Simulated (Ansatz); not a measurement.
Results of r²SCAN0 in Ansatz (plane waves, PAW) for hcp Tc.

Input file:

Ansatz 0.2 input:
```yaml
crystal:
  lattice:
    - [1.3556031368, -2.3479735079, 0.0]
    - [1.3556031368, 2.3479735079, 0.0]
    - [0.0, 0.0, 4.3350536938]
  atoms:
    - { symbol: Tc, position: [0.3333333333, 0.6666666667, 0.25] }
    - { symbol: Tc, position: [0.6666666667, 0.3333333333, 0.75] }
basis:
  ecutwfc: 520
  ecutrho_ratio: 4
  xc_grid: 3
kpoints:
  mp_grid: { grid: [12, 12, 6] }
hamiltonian:
  xc: r2scan0
  dispersion: none
  pseudopotentials: { kind: paw }
scf:
  occupations: { method: fermi_dirac, width: 0.05 }
  convergence: { dr2_threshold: 0.0000000002 }
output:
  forces: true
  stress: true
  eigenvalues: true
```

Output (set-up and result lines):

```
WARN output.stress: scf.exx.energy_threshold = 1e-6 eV is looser than the 2e-8 eV advised for a stress under a hybrid functional (1e-8 eV for each atom of the …
Crystal: 2 atoms, lattice volume = 27.596 Å³
Basis set: ecut = 520 eV, 725 PW (Γ), exchange–correlation on 72×72×108 points (27 copies of the dense FFT grid, shifted against one another)
Bands: 19, of which v1, the nominal top of the filled ones, is band 15 counted from 1 (14 counted from 0)
Symmetry: 24 space group operations
Space group: P63/mmc (ITA 194), of the structure as read, at distance tolerance 3.0e-5 Å
k-points: 76 of 864
Initial density: superposition of atomic densities (chi_scale 0.1, normalization cell)
Functional: x = r2scan, c = r2scan; τ floored in thin density (d = 2e-4 eV/Å³), warm-up for x = 0.75 r2scan + 0.25 exact, c = r2scan; τ floored in thin density (d = 2e-4 eV/Å³)
SCF iter   1: F=—  HF=-10819.440994 eV  |F-HF|=—  |Δ(HF+E_count)|=         —  Δρ=6.05e-2  dr2=9.40e-1  dr2_τ=1.12e-1
SCF iter   2: F=—  HF=-10819.209453 eV  |F-HF|=—  |Δ(HF+E_count)|=   2.32e-1  Δρ=2.74e-2  dr2=1.88e-1  dr2_τ=2.90e-2
  ...
SCF 1 converged in 8 iterations: F = -10819.184650 eV  dr2 = 1.02e-10
Crystal: 2 atoms, lattice volume = 27.596 Å³
Initial density: handed on by an earlier stage of this run
Functional: x = 0.75 r2scan + 0.25 exact, c = r2scan; τ floored in thin density (d = 2e-4 eV/Å³)
SCF 2 converged in 7 iterations: F = -10815.893866 eV  dr2 = 7.55e-12
Crystal: 2 atoms, lattice volume = 27.596 Å³
SCF 3 converged in 6 iterations: F = -10815.906695 eV  dr2 = 1.65e-11
Crystal: 2 atoms, lattice volume = 27.596 Å³
Crystal: 2 atoms, lattice volume = 27.596 Å³
SCF 5 converged in 7 iterations: F = -10815.908540 eV  dr2 = 1.92e-10
Crystal: 2 atoms, lattice volume = 27.596 Å³
SCF iter   1: F=—  HF=-10815.908540 eV  |F-HF|=—  |Δ(HF+E_count)|=         —  Δρ=1.13e-6  dr2=1.67e-10  dr2_τ=7.50e-11
SCF iter   2: F=-10815.908540 eV  HF=-10815.908540 eV  |F-HF|=3.64e-12  |Δ(HF+E_count)|=  1.51e-10  Δρ=4.11e-7  dr2=2.13e-11  dr2_τ=6.66e-12
SCF 6 converged in 2 iterations: F = -10815.908540 eV  dr2 = 2.13e-11
Free energy (F): -10815.908540 eV
Internal energy: -10815.906743 eV  (E = F + TS)
E sigma→0 (E₀):  -10815.907642 eV
Fermi energy:    23.057429 eV
--- Forces (eV/Å), atoms counted from 1 ---
  atom   1  Tc    -0.00000000     0.00000000     0.00000000
  atom   2  Tc     0.00000000    -0.00000000     0.00000000
--- Stress (GPa, compression-positive) ---
        0.004106       0.000000       0.000000
        0.000000       0.004106       0.000000
        0.000000       0.000000       0.006158
  P = ⅓ Tr σ = 0.0048 GPa (0.048 kbar)
```

The PAW data were made under PBE.

Note: the run warned that the count of filled bands differs between k points.

Ansatz is a program for electronic structure.
